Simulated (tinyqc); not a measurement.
Worked calculation: CIS on RHF in the sto-6g basis, frozen core, for H2O, spin multiplicity 1. One step of it, computed by the program tinyqc.

Problem. CIS matrix, singlets. A(ia,jb) = (e_a - e_i) d_ij d_ab + 2 (ia|jb) - (ij|ab).

orbital energies (hartree): MO1 -20.524661, MO2 -1.228470, MO3 -0.557331, MO4 -0.452370, MO5 -0.395538, MO6 0.494980, MO7 0.593352

Two-electron integrals over orbitals (pq|rs), unique and non-zero (hartree); the lowest 1 orbital is frozen and left out:
```
(22|22) 0.727153    (32|32) 0.132925    (33|22) 0.624416    (33|33) 0.604311
(42|22) -0.019453   (42|33) 0.003676    (42|42) 0.129494    (43|32) 0.025558
(43|43) 0.054473    (44|22) 0.664676    (44|33) 0.574566    (44|42) -0.095885
(44|44) 0.715748    (52|52) 0.149635    (53|53) 0.027139    (54|52) -0.045222
(54|54) 0.049899    (55|22) 0.755006    (55|33) 0.610070    (55|42) -0.079616
(55|44) 0.697520    (55|55) 0.880663    (62|22) 0.136345    (62|33) 0.070583
(62|42) 0.029367    (62|44) 0.067467    (62|55) 0.145796    (62|62) 0.097498
(63|32) -0.035468   (63|43) -0.035438   (63|63) 0.072165    (64|22) 0.120874
(64|33) 0.048504    (64|42) -0.048969   (64|44) 0.131072    (64|55) 0.143931
(64|62) 0.059799    (64|64) 0.093368    (65|52) 0.052313    (65|54) 0.004413
(65|65) 0.035079    (66|22) 0.602400    (66|33) 0.556714    (66|42) 0.049055
(66|44) 0.549072    (66|55) 0.583965    (66|62) 0.096222    (66|64) 0.051561
(66|66) 0.590294    (72|32) 0.051655    (72|43) -0.032138   (72|63) 0.031330
(72|72) 0.066370    (73|22) 0.158686    (73|33) 0.089688    (73|42) -0.079744
(73|44) 0.143783    (73|55) 0.199499    (73|62) 0.070131    (73|64) 0.098378
(73|66) 0.043475    (73|73) 0.159567    (74|32) -0.074346   (74|43) -0.011076
(74|63) 0.052339    (74|72) -0.016526   (74|74) 0.071531    (75|53) 0.023824
(75|75) 0.024530    (76|32) 0.087517    (76|43) 0.059698    (76|63) -0.064408
(76|72) -0.006056   (76|74) -0.061154   (76|76) 0.113293    (77|22) 0.610357
(77|33) 0.588606    (77|42) -0.016081   (77|44) 0.582423    (77|55) 0.609036
(77|62) 0.063056    (77|64) 0.047153    (77|66) 0.555874    (77|73) 0.090819
(77|77) 0.598946
```

Give: CIS matrix A, singlet.

Solution.

CIS matrix A, singlet (hartree), lower triangle:
```
        2>6      2>7     3>6     3>7     4>6     4>7     5>6     5>7
2>6  1.3160
2>7  0.0000   1.3442
3>6  0.0000  -0.0249  0.6399
3>7  0.0527   0.0000  0.0000  0.8812
4>6  0.0705   0.0000  0.0000  0.1371  0.5850
4>7  0.0000  -0.0170  0.0450  0.0000  0.0000  0.6064
5>6  0.0000   0.0000  0.0000  0.0000  0.0000  0.0000  0.3767
5>7  0.0000   0.0000  0.0000  0.0000  0.0000  0.0000  0.0000  0.4289
```
